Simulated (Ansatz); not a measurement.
# CH6Si: the cost of one run

Method: PBE0-D4/def2-TZVP structures, single points in def2-TZVPP, no counterpoise correction; program: Ansatz 0.2.0, Gaussian basis.

Levels: SPW92, PBE-D4, BLYP-D4, r2SCAN-D4, B97M-V, PBE0-D4, B3LYP-D4, r2SCAN0-D4, BHLYP-D4, CAM-B3LYP-D4, wB97X-V, wB97M-V, B2PLYP, PBE-QIDH, RPA on PBE, Hartree-Fock, MP2, CCSD, CCSD(T).

Cores are frozen in the correlated methods. B3LYP uses VWN-RPA correlation. B2PLYP carries no dispersion term here.

94 further runs of the same task are left out: 94 set aside as unsound or not needed.

### Step 1. The starting structure

The complex: 12 atoms, charge 0, spin multiplicity 1.

Atoms are counted from 1 here; the program's logs count them from 0.

Bond lengths: Si1–H3 1.489 Å, Si1–H4 1.492 Å, Si1–H5 1.489 Å, Si1–C7 1.866 Å, N2–H6 1.013 Å, N2–H8 1.013 Å, N2–H9 1.013 Å, C7–H10 1.092 Å, C7–H11 1.092 Å, C7–H12 1.091 Å. Angles: H3–Si1–H4 107.1°, H3–Si1–H5 108.4°, H3–Si1–C7 111.7°, H4–Si1–H5 107.1°, H4–Si1–C7 110.6°, H5–Si1–C7 111.7°, H6–N2–H8 107.2°, H6–N2–H9 107.2°, H8–N2–H9 107.0°, Si1–C7–H10 110.9°, Si1–C7–H11 110.9°, Si1–C7–H12 108.7°, H10–C7–H11 108.1°, H10–C7–H12 109.0°, H11–C7–H12 109.0°.

Coordinates:

| atom | x (Å) | y (Å) | z (Å) |
| --- | --- | --- | --- |
| Si1 | -1.3078 | 0.4058 | -0.3278 |
| N2 | 1.2198 | -0.9788 | 1.4598 |
| H3 | -1.1393 | 1.0626 | 0.9974 |
| H4 | -2.5588 | 0.9497 | -0.9315 |
| H5 | -1.5253 | -1.0500 | -0.1059 |
| H6 | 2.1859 | -1.2516 | 1.5925 |
| C7 | 0.1523 | 0.7230 | -1.4461 |
| H8 | 0.6596 | -1.8203 | 1.5209 |
| H9 | 0.9625 | -0.3944 | 2.2458 |
| H10 | 0.2929 | 1.7938 | -1.6099 |
| H11 | 0.0098 | 0.2462 | -2.4184 |
| H12 | 1.0486 | 0.3140 | -0.9768 |

Its parts: CH6Si holds atoms 1, 3, 4, 5, 7, 10, 11, 12; NH3 holds atoms 2, 6, 8, 9. Each part counts its atoms afresh in its own runs.

### Step 2. Relaxing CH6Si alone

Contents of relax-a/in.yaml:

```yaml
crystal:
  periodic: [false, false, false]
  atoms:
    - {symbol: Si, position_ang: [-1.307809, 0.405836, -0.327781]}
    - {symbol: H, position_ang: [-1.139329, 1.062559, 0.997431]}
    - {symbol: H, position_ang: [-2.558814, 0.949714, -0.931508]}
    - {symbol: H, position_ang: [-1.525267, -1.049980, -0.105938]}
    - {symbol: C, position_ang: [0.152293, 0.723004, -1.446055]}
    - {symbol: H, position_ang: [0.292861, 1.793800, -1.609908]}
    - {symbol: H, position_ang: [0.009788, 0.246165, -2.418436]}
    - {symbol: H, position_ang: [1.048609, 0.313967, -0.976818]}
basis:
  gaussian: {orbitals: def2-TZVP}
hamiltonian: {xc: pbe0, dispersion: d4}
relax: {f_tol: 0.005, max_steps: 200}
```

Launch:

```bash
$ ansatz run in.yaml --threads 4 --pin off --events-out ev --progress --plain --max-ram 9574MiB
```

**Question.** How long does this run take on 4 threads of Arm Neoverse V1, shared host?

About 3.4 s.
